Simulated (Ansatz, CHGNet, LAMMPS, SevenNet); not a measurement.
## Rutile TiO₂: properties by level of theory

Reference values: lattice constant a 4.587 Å (measured, 15 K, no zero-point or thermal correction; as tabulated in Burdett, Hughbanks, Miller, Richardson, Smith, powder neutron diffraction …); lattice parameter c 2.954 Å (measured, 15 K, not corrected to a static lattice; as tabulated in Burdett, Hughbanks, Miller, Richardson, Smith, powder neutron diffraction …).

```csv
level (code),lattice constant a (Å),lattice parameter c (Å)
"ionic model lewis1985b (shell model, LAMMPS)",4.510,3.204
CHGNet-r²SCAN (CHGNet),4.604,2.953
SevenNet-l3i5 (SevenNet),4.650,2.970
PBE (Ansatz),?,2.964
PBE-D4 (Ansatz),4.608,2.954
Hartree–Fock (Ansatz),4.562,2.970
```

**Question.** What belongs in the gaps?

**Answer.** 
- PBE (Ansatz, an electronic-structure program), lattice constant a (Å): 4.644

Differences from the reference values (errors of the level alone only where the reference is corrected to a static lattice):

| level | lattice constant a (%) | lattice parameter c (%) |
|---|---|---|
| ionic model lewis1985b | -1.68 | +8.46 |
| CHGNet-r²SCAN | +0.37 | -0.03 |
| SevenNet-l3i5 | +1.37 | +0.54 |
| PBE | +1.24 | +0.34 |
| PBE-D4 | +0.46 | 0.00 |
| Hartree–Fock | -0.55 | +0.54 |

Nearest: lattice constant a, not ranked (one source); lattice parameter c, not ranked (one source). Empirical potentials aren't ranked on values they can be fitted to.

Empirical potentials (ionic model lewis1985b) are fitted to chosen data, which need not cover the solid at hand: agreement can be built in, and what lay outside the fit can be far off. Machine-learned potentials (CHGNet-r²SCAN, SevenNet-l3i5) are trained on DFT data, which may include these solids.

Ansatz's density-functional and Hartree–Fock values are scalar-relativistic unless marked +SOC, with PAW data made under PBE.

Differences are worked out from the printed values.

Static lattice: no zero-point or thermal effects.
